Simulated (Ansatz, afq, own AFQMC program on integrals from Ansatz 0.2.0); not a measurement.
## GeNH₂, quartet → GeNH$_{2}$⁺, triplet

```csv
atom,x (Å),y (Å),z (Å)
Ge,0.0000,0.0000,0.4319
N,0.0000,0.0000,-1.8834
H,0.0000,0.8309,-2.4773
H,0.0000,-0.8309,-2.4773
```

Connectivity, by distances: Ge–NH2.

E(triplet, charge +1) − E(quartet, charge +0) at this geometry, on UHF and UHF determinants.

Basis cc-pVTZ. Noble-gas cores (and the filled d shells of Ga–Kr and In–Xe) are frozen. AFQMC by an in-house program on the Cholesky factors that Ansatz 0.2.0 writes for its CCSD(T) run. The CISD trial takes its coefficients from CCSD amplitudes. Released means that phaseless walkers are propagated on without the constraint, phases kept. Uncertainties: one standard error, sampling alone. No spin–orbit coupling. The errors of all members are added in quadrature.

No full CI on the walks' own integrals is used here. The released AFQMC energy serves as the reference, which it does only where one determinant dominates, the energy is flat over the last release times and near the phaseless one (40 meV or 2 meV an electron, half that with transition metals). On small molecules, where full CI could be run and the noise was under 10 meV, such values lay within 10 meV of it in 19 cases of 20, a flattering rate, since the rule was set on those same cases; what remains of the bias isn't in the error bar. Each member takes its own surest rung, up to full CI.

Errors are counted within cc-pVTZ, not against nature.

Cautions: inner d shell frozen; no relativity below Rb; no spin-orbit coupling; GeNH₂ (quartet): lower spins were not checked, the released value is read at 1.50 1/Eh (meV from the phaseless value at times in 1/Eh: -4 ± 4 at 0.24, -4.7 ± 2.1 at 0.50, -11 ± 3 at 1.00, -9 ± 5 at 1.50); GeNH₂⁺ (triplet): lower spins were not checked; this needn't be the first ionization.

| level | vertical ionization energy (kcal/mol) |
| --- | --- |
| HF | 141.2 |
| CCSD | 149.2 |

(1) From these cheaper values, estimate the vertical ionization energy at the reference level in cc-pVTZ.

(1) 149.8 ± 0.1 kcal/mol (AFQMC with the constraint released in cc-pVTZ).

```csv
level,vertical ionization energy (kcal/mol),error against released AFQMC (kcal/mol)
MP2,148.8,-1.0 ± 0.1
CCSD(T),149.8,0.0 ± 0.1
ph-AFQMC/CISD,149.8 ± 0.2,0.0 ± 0.2
```

Correlation beyond CCSD(T) changes it by less than twice the noise. The perturbative (T) step is worth +0.6 kcal/mol.

A walk keeps the symmetry of its determinant, which the program's search chose and which needn't be the lowest solution, so a lower state of the same spin and another symmetry isn't excluded. Released energies are given only where the last usable release times agree within the noise; a slower fall can still hide under it.
